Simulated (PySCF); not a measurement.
All values below come from PySCF with PBE-D3(BJ)/def2-TZVP // B3LYP-D3(BJ)/def2-TZVP. Isolated molecules, 0 K electronic values unless said otherwise. One relaxed conformer stands for a flexible species; it need not be the lowest. Excitations are Tamm–Dancoff values on a coarser integration grid. The basis has no diffuse functions, so Rydberg states are missing or too high.

Reference species (SMILES): `C(=O)(N)C` (neutral, multiplicity 1).

| Item | Value |
|---|---|
| S1–T1 gap (TDA) | 0.54 eV |
| LUMO | -0.36 eV |
| T1 excitation (TDA) | 4.97 eV |

After one change: the S1–T1 gap (TDA) rises by 0.48 eV; the LUMO falls by 0.19 eV; the T1 excitation (TDA) increases by 0.34 eV.

### Question
Which change was made? The new species is one of these.
A) `C=C(N)O`
B) `[H]/N=C\OC` (C–O–C–N torsion 0°)
C) `[H]/N=C\CO` (N–C–C–O torsion -4°, C–C–O–H torsion -74°)
D) `CNC=O` (C–N–C–O torsion 0°)

### Answer
B, `[H]/N=C\OC` (C–O–C–N torsion 0°)
